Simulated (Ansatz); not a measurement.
Isolated molecules relaxed with PBE0-D4/def2-TZVP in Ansatz; ΔE leaves out vibrations. CBS: MP2 limit from def2 TZ/QZ plus the TZ coupled-cluster correction, frozen cores. This one scheme is used for every species. Functionals use def2-TZVPP. Triplets are unrestricted, without spin–orbit coupling. One conformer a species, not always the lowest.

Reaction (formal loss of a carbene): `C/C=C(\F)SC` → `C=C(F)SC` + `[CH2]` (triplet)

Q: Is it downhill or uphill in electronic energy at CCSD(T)/CBS, and by how much? (An estimate is asked.)

A: Computed: Uphill: ΔE = +4.63 eV.

Q: What do these levels give: r2SCAN-D4, PBE, r2SCAN, PBE0, HF/def2-TZVPP, CCSD(T)/def2-TZVPP? (Best estimate.)

A: Computed: r2SCAN-D4 4.40, PBE 4.64, r2SCAN 4.38, PBE0 4.56, HF/def2-TZVPP 3.10, CCSD(T)/def2-TZVPP 4.51 eV.

Largest T1 diagnostic among the species: 0.012.

The D4 term adds +0.10 eV with B3LYP and +0.05 eV with PBE0; it sums over pairs of atoms, weighted by their polarisabilities, and B3LYP, whose exchange is more repulsive, gets the larger term. From PBE to PBE0 (25 % exact exchange), in def2-TZVPP and without D4, ΔE moves by −0.08 eV. In def2-TZVPP, CCSD(T) changes the Hartree–Fock value by +1.41 eV (the triples alone add +0.12 eV) and MP2 by +1.55 eV.

B3LYP here is the variant with VWN-RPA as its local correlation; programs differ in this.
